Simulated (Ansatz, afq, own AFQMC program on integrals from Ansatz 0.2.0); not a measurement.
# BH₂⁺, singlet: AFQMC among the cluster methods

```xyz
3

B     0.0000    0.0000    0.0000
H     0.0000    0.0000   -1.1792
H     0.0000    0.0000    1.1792
```

Basis cc-pVDZ. Noble-gas cores (and the filled d shells of Ga–Kr and In–Xe) are frozen. Ansatz 0.2.0 and our own AFQMC program on the same integrals; the CISD trial comes from CCSD amplitudes, and released means the phaseless constraint is let go. Free AFQMC starts from the CCSD state and is never constrained. Its projection time is finite, and what remains of the start isn't in its error. Uncertainties: one standard error, sampling alone.

Determinant: RHF, the one that the program's search chose, which needn't be the lowest solution. The geometry is a point of a scan.

Full CI on the same integrals is exact in this basis and with this determinant's frozen core.

```
T1 diagnostic                               : 0.0057
weight of the determinant in the CISD state : 0.960
size of the correlated space                : 4 electrons in 23 orbitals
```

Reference: full CI, correlation energy -2.016 eV. The released energy is read at 2.40 1/Eh (meV from the phaseless value at times in 1/Eh: 0.0 ± 0.4 at 0.24, -0.4 ± 0.3 at 0.51, -0.7 ± 0.3 at 0.99, -1.0 ± 0.3 at 1.62, -1.2 ± 0.4 at 2.40).

```json
{"level": "HF", "E − E(reference) (mEh)": "74.09", "share of correlation (%)": "0.00"}
{"level": "MP2", "E − E(reference) (mEh)": "18.86", "share of correlation (%)": "74.54"}
{"level": "CCSD", "E − E(reference) (mEh)": "0.91", "share of correlation (%)": "98.77"}
{"level": "CCSD(T)", "E − E(reference) (mEh)": "0.26", "share of correlation (%)": "99.65"}
{"level": "CCSDT", "E − E(reference) (mEh)": "0.02", "share of correlation (%)": "99.97"}
{"level": "CCSDT(Q)", "E − E(reference) (mEh)": "0.01", "share of correlation (%)": "99.99"}
{"level": "ph-AFQMC/HF", "E − E(reference) (mEh)": "-1.02 ± 0.45", "share of correlation (%)": "101.37"}
{"level": "ph-AFQMC/CISD", "E − E(reference) (mEh)": "0.04 ± 0.01", "share of correlation (%)": "99.94"}
{"level": "released AFQMC", "E − E(reference) (mEh)": "0.00 ± 0.01", "share of correlation (%)": "100.00"}
{"level": "free AFQMC", "E − E(reference) (mEh)": "0.00 ± 0.01", "share of correlation (%)": "100.00"}
```

CCSDT and higher add their correlation energy to the determinant of the CCSD(T) run, since their own runs factorise the integrals more tightly (a shift of under 2 meV). Free projections are given only where their last times agree within the noise and don't stop above the reference; a slow remainder of the start can still hide under it. A walk keeps the symmetry of its determinant, which the program's search chose and which needn't be the lowest solution, so a lower state of the same spin and another symmetry isn't excluded. Released energies are given only where the last usable release times agree within the noise; a slower fall can still hide under it.
